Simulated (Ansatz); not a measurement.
## H₄NOP, SMILES NPO: harmonic frequencies at the relaxed geometry, step by step

Computed with Ansatz 0.2.0 through its Python package.

Typed at the interpreter:
```pycon
>>> import itertools
>>> import ansatz
>>> from ase.data import atomic_numbers, covalent_radii
>>> import numpy as np
>>> geometry_ang = [
...     ("N", (-0.56, 0.2873, -0.5805)),
...     ("P", (0.1122, 0.2012, 0.931)),
...     ("O", (1.4638, -0.3604, 0.3147)),
...     ("H", (-0.1971, 1.1868, -1.0635)),
...     ("H", (-1.6129, 0.4708, -0.5137)),
...     ("H", (-0.4576, -1.0066, 1.3599)),
...     ("H", (1.313, -0.8471, -0.4935)),
... ]
>>> system = ansatz.Crystal.molecule()
>>> for symbol, xyz in geometry_ang:
...     system = system.atom(symbol, xyz)
...
>>> job = (
...     system.calculation()
...     .basis(gaussian="6-31G*")
...     .functional("PBE0")
...     .scf(lower_state_search="off")
... )
>>> symbols = [site.symbol for site in system.cartesian_sites]
>>> start = np.array([site.position_ang for site in system.cartesian_sites], dtype=float)
>>> data = job.relax(force_tolerance=0.003, max_steps=100).run().report
>>> end = np.array(data["positions_ang"])
>>> # pairs closer than 1.2 times the sum of covalent radii, before or after
>>> radius = [covalent_radii[atomic_numbers[s]] for s in symbols]
>>> span = lambda where, i, j: np.linalg.norm(where[i] - where[j])
>>> bonded = [(i, j) for i, j in itertools.combinations(range(len(symbols)), 2) if min(span(start, i, j), span(end, i, j)) < 1.2 * (radius[i] + radius[j])]
>>> print("pair        before    after (A)")
pair        before    after (A)
>>> for i, j in bonded:
...     print(f"{symbols[i]}{i}-{symbols[j]}{j}".ljust(10), f"{span(start, i, j):8.4f} {span(end, i, j):8.4f}")
...
N0-P1        1.6565   1.6993
N0-H3        1.0836   1.0113
N0-H4        1.0709   1.0132
P1-O2        1.5881   1.6688
P1-H5        1.4026   1.4280
O2-H6        0.9554   0.9678
>>> # same settings at the minimum
>>> minimum = ansatz.Crystal.molecule()
>>> for symbol, place in zip(symbols, end):
...     minimum = minimum.atom(symbol, place.tolist())
...
>>> vibrating = (
...     minimum.calculation()
...     .basis(gaussian="6-31G*")
...     .functional("PBE0")
...     .scf(lower_state_search="off")
...     .phonons(temperatures=(298.15, 498.15, 100))
... )
>>> vib = vibrating.run().report["vibrations"]
>>> sums = vib["harmonic_sums"]
>>> modes = [m["omega_inv_cm"] for m in sums["modes_at_gamma"] if m["rigid_motion"] == "no"]
>>> for number, w in enumerate(modes, start=1):
...     print(f"mode {number:2d} {w:9.1f} 1/cm {w / 8065.544 * 1000:8.2f} meV")
...
mode  1     302.5 1/cm    37.51 meV
mode  2     361.6 1/cm    44.84 meV
mode  3     456.8 1/cm    56.63 meV
mode  4     513.5 1/cm    63.66 meV
mode  5     784.2 1/cm    97.23 meV
mode  6     817.9 1/cm   101.40 meV
mode  7     867.6 1/cm   107.57 meV
mode  8     955.7 1/cm   118.49 meV
mode  9    1098.1 1/cm   136.15 meV
mode 10    1125.9 1/cm   139.59 meV
mode 11    1653.3 1/cm   204.98 meV
mode 12    2378.6 1/cm   294.91 meV
mode 13    3575.0 1/cm   443.24 meV
mode 14    3689.6 1/cm   457.46 meV
mode 15    3787.9 1/cm   469.64 meV
>>> print("imaginary modes:", sum(w < 0 for w in modes), " zero-point energy:", round(sums["zero_point_energy_ev"], 4), "eV")
imaginary modes: 0  zero-point energy: 1.3867 eV
>>> print("T (K)   F_vib (eV)   S_vib (meV/K)   C_vib (meV/K)")
T (K)   F_vib (eV)   S_vib (meV/K)   C_vib (meV/K)
>>> for row in zip(sums["temperatures_k"], sums["vibrational_free_energy_ev"], vib["entropy_ev_per_k"], vib["heat_capacity_ev_per_k"]):
...     print(f"{row[0]:6.1f} {row[1]:11.4f} {1000 * row[2]:13.4f} {1000 * row[3]:15.4f}")
...
 298.1      1.3677        0.2050          0.3749
 398.1      1.3408        0.3333          0.5126
 498.1      1.3011        0.4600          0.6180
```

Notes:
- These settings explore the input space; basis and method may be short of convergence.
- The frequencies are harmonic and unscaled, in a modest basis.
- The result belongs to the one conformer reached from this start, and soft torsions count as harmonic oscillators.
- Finished in 79 s on 1 thread of Arm Neoverse V1 (shared host), peak memory 0.18 GiB.
